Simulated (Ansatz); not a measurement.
**PH₄, doublet along the distance P1-H3**

Starting geometry (PBE0/def2-TZVP stationary point for this spin, not checked as a minimum):

```yaml
atoms:
  - { symbol: P, position_ang: [0.0456, 0.0000, 0.0000] }
  - { symbol: H, position_ang: [0.1616, 0.0000, -1.5147] }
  - { symbol: H, position_ang: [-0.8626, 1.0782, 0.0000] }
  - { symbol: H, position_ang: [-0.8626, -1.0782, 0.0000] }
  - { symbol: H, position_ang: [0.1616, 0.0000, 1.5147] }
```

From there H3 moves along the line of the two atoms named below, all else staying in place; atoms are numbered as listed. Energies are in eV, counted from the starting geometry at the same level. Kohn–Sham curves are unrestricted where that lies lower.

Basis 6-31G; Ansatz 0.2.0. Correlated methods freeze the noble-gas cores.

Unrestricted Kohn–Sham rows aren't spin-pure: their determinants' ⟨S²⟩ exceeds S(S+1) by up to 0.11, so they mix in states of higher spin.

Full CI is exact within this basis and frozen core; it isn't the basis-set limit.

| distance P1-H3 (Å) | r2SCAN |
| --- | --- |
| 1.106 | 1.957 |
| 1.285 | 0.292 |
| 1.410 | 0.000 |
| 1.539 | 0.077 |
| 1.715 | 0.487 |
| 1.944 | 1.209 |
| 2.201 | 2.004 |
| 2.559 | 2.494 |
| 3.133 | 2.659 |
| 3.774 | 2.725 |
| 4.874 | 2.750 |

Task: Estimate the full CI curve in 6-31G from this one, knowing how r2SCAN errs.

Result: The computed full CI values, in eV from the starting point, and the error of r2SCAN against them:
```json
{"distance P1-H3 (Å)": "1.106", "full CI": "2.017", "r2SCAN less full CI": "-0.059"}
{"distance P1-H3 (Å)": "1.285", "full CI": "0.316", "r2SCAN less full CI": "-0.025"}
{"distance P1-H3 (Å)": "1.410", "full CI": "0.000", "r2SCAN less full CI": "0.000"}
{"distance P1-H3 (Å)": "1.539", "full CI": "0.046", "r2SCAN less full CI": "0.031"}
{"distance P1-H3 (Å)": "1.715", "full CI": "0.399", "r2SCAN less full CI": "0.088"}
{"distance P1-H3 (Å)": "1.944", "full CI": "1.019", "r2SCAN less full CI": "0.190"}
{"distance P1-H3 (Å)": "2.201", "full CI": "1.677", "r2SCAN less full CI": "0.326"}
{"distance P1-H3 (Å)": "2.559", "full CI": "2.241", "r2SCAN less full CI": "0.253"}
{"distance P1-H3 (Å)": "3.133", "full CI": "2.254", "r2SCAN less full CI": "0.405"}
{"distance P1-H3 (Å)": "3.774", "full CI": "2.227", "r2SCAN less full CI": "0.498"}
{"distance P1-H3 (Å)": "4.874", "full CI": "2.220", "r2SCAN less full CI": "0.530"}
```

r2SCAN at 4.874 Å lies 0.530 eV (24 %) above the reference in this basis.

In so small a basis the reference is far from its limit while semilocal and hybrid functionals are nearer theirs, so the functionals' errors here hold much of the reference's basis and frozen-core error, which can add to them or hide them.
